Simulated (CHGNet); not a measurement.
# CsCl-type TlCl

These are the machine-learned potential CHGNet 0.3.0 (trained on PBE and PBE+U data) values and carry that method's errors.

Cell (relaxed at this level):

```cif
data_ClTl
_chemical_formula_sum 'Tl1 Cl1'
_space_group_name_H-M_alt 'P 1'
_space_group_IT_number 1
_cell_length_a 3.88906
_cell_length_b 3.88906
_cell_length_c 3.88906
_cell_angle_alpha 90.000
_cell_angle_beta 90.000
_cell_angle_gamma 90.000
loop_
_space_group_symop_operation_xyz
  'x, y, z'
loop_
_atom_site_label
_atom_site_type_symbol
_atom_site_fract_x
_atom_site_fract_y
_atom_site_fract_z
_atom_site_occupancy
Tl1 Tl 0.00000 0.00000 0.00000 1
Cl1 Cl 0.50000 0.50000 0.50000 1
```

For CsCl-type TlCl, the lattice parameter a is 3.889 Å. The volume per atom is 29.41 Å³/atom.

Measured, for comparison: lattice constant a 3.842 Å, equilibrium volume per atom 28.35 Å³/atom (temperature not stated, not corrected to a static lattice; as tabulated in Wikipedia's data pages). Computed (rounded) less measured: lattice constant a +1.2 %, equilibrium volume per atom +3.7 %.

A machine-learned potential is trained on density-functional data: it inherits that level's misses and adds fitting errors of its own.

Note: the model gives imaginary modes for this phase (in the spectrum interpolated from a supercell); the model's elastic tensor is not positive definite here.
